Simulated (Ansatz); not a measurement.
## Worked example: correlation energy of [AlH$_{2}$···H···H], doublet

All five atoms lie in one plane.

Geometry: a point of a hydrogen-transfer path between rigid fragments, not a stationary point.

```xyz
5

Al   -0.0929    0.0000    0.0000
H    -0.8858    1.3734    0.0000
H    -0.8858   -1.3734    0.0000
H     1.7121    0.0000    0.0000
H     2.5451    0.0000    0.0000
```

Basis 6-31G; Ansatz 0.2.0. Correlated methods freeze the noble-gas cores, which leaves 7 electrons in 16 orbitals. Prefix R: restricted or restricted open-shell reference; prefix U: unrestricted.

Full CI is exact within this basis and frozen core; it isn't the basis-set limit. The frozen core follows each run's orbitals, which can shift R against U totals by a few meV.

Runs differ by some tens of microhartree through their thresholds and, for an open shell, their frozen cores, so steps under 0.1 kcal/mol mean nothing.

```tsv
level	total energy (hartree)
UHF	-244.074019
UMP2	-244.121517
UCCSD	-244.143155
UCCSD(T)	-244.143942
UCCSDT	-244.144360
UCCSDT(Q)	-244.144388
UCCSDTQ	-244.144400
full CI	-244.144395
```

Problem. What is the correlation energy at full CI, and what share of it do UMP2 and UCCSD(T) recover?

Solution. E(corr) = -244.144395 − (-244.074019) = -0.070376 hartree = -1.915 eV. UMP2: -0.047498 / -0.070376 = 67.49 %. UCCSD(T): -0.069923 / -0.070376 = 99.36 %.

Problem. By how many kcal/mol does UCCSD(T) miss full CI (1 hartree = 627.509 kcal/mol), and which steps make up the rest?

Solution. -244.143942 − (-244.144395) = 0.000453 hartree = 0.28 kcal/mol. Steps: UCCSDT − UCCSD(T) = -0.26, UCCSDT(Q) − UCCSDT = -0.02, UCCSDTQ − UCCSDT(Q) = -0.01, full CI − UCCSDTQ = 0.00 kcal/mol. That is within 1 kcal/mol of the reference in this basis, which itself misses far more of the correlation at the basis-set limit.
